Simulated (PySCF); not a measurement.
Simulated absorption spectrum

Compound: CH5FSi.
Structure used (GFN2-xTB), in Å, numbered top down from 1:
```xyz
8
CH5FSi angstrom
F      1.623    0.157   -0.998
C      0.939   -0.066    0.182
Si    -0.951    0.054   -0.114
H      1.251   -1.054    0.533
H      1.305    0.680    0.892
H     -1.253    1.395   -0.611
H     -1.325   -0.964   -1.092
H     -1.580   -0.191    1.184
```

The calculation used PySCF 2.14.0, density-fitted response routines, TDDFT PBE0/def2-SVPD, vertical, gas phase, core orbitals frozen in the response.

Computed states:

| state | E (eV) | f |
| --- | --- | --- |
| S1 | 7.74 | 0.056 |
| S2 | 8.08 | 0.0015 |
| S3 | 8.55 | 0.0001 |
| S4 | 8.64 | 0.185 |
| S5 | 8.66 | 0.0000 |
| S6 | 8.95 | 0.0051 |
| S7 | 9.05 | 0.017 |
| S8 | 9.07 | 0.043 |

Broadening: Gaussians 0.25 eV wide at half height, area fixed by f = 4.319×10⁻⁹ ∫ε dν̃. The width is an assumption, not a result. The curve ends short of the highest state used, and states not computed would add to its high-energy end.

Task: What does the envelope look like, and where are its maxima?

Result: 
λ (nm), ε (L mol⁻¹ cm⁻¹) and a bar:
```
    146.4       5659 ############################
    146.8       3915 ###################
    147.2       2590 #############
    147.6       1640 ########
    148.0        996 #####
    148.4        582 ###
    148.8        330 ##
    149.2        186 #
    149.6        110 
    150.0         76 
    150.4         67 
    150.8         72 
    151.2         86 
    151.6        104 
    152.0        123 #
    152.4        142 #
    152.8        160 #
    153.2        178 #
    153.6        198 #
    154.0        227 #
    154.4        273 #
    154.8        347 ##
    155.2        465 ##
    155.6        643 ###
    156.0        898 ####
    156.4       1243 ######
    156.8       1685 ########
    157.2       2221 ###########
    157.6       2838 ##############
    158.0       3505 #################
    158.4       4183 #####################
    158.8       4823 ########################
    159.2       5371 ###########################
    159.6       5782 #############################
    160.0       6017 ##############################
    160.4       6056 ##############################
    160.8       5898 #############################
    161.2       5562 ############################
    161.6       5079 #########################
    162.0       4495 ######################
    162.4       3857 ###################
    162.8       3210 ################
    163.2       2592 #############
    163.6       2032 ##########
    164.0       1547 ########
    164.4       1144 ######
    164.8        823 ####
    165.2        575 ###
    165.6        392 ##
    166.0        259 #
    166.4        167 #
    166.8        105 
    167.2         64 
    167.6         38 
    168.0         22 
    168.4         13
```

Maxima: 160 nm (7.74 eV), ε about 6100, made up of S1 (100%) (ε in L mol⁻¹ cm⁻¹; maxima over ε = 5, shares over 10%). At its high-energy end, 8.47 eV, the curve is still rising (ε about 5800, from S4).

Task: What would ε be at 7.74 eV, the highest of these maxima, with half the width (0.125 eV)?

Result: About 12100 L mol⁻¹ cm⁻¹ against 6070, a factor of about 1.99; a lone state at its own centre would give exactly 2.

Task: Coming from long wavelengths, where does ε first pass 100 L mol⁻¹ cm⁻¹?

Result: At about 167 nm (7.43 eV), 0.30 eV below S1.
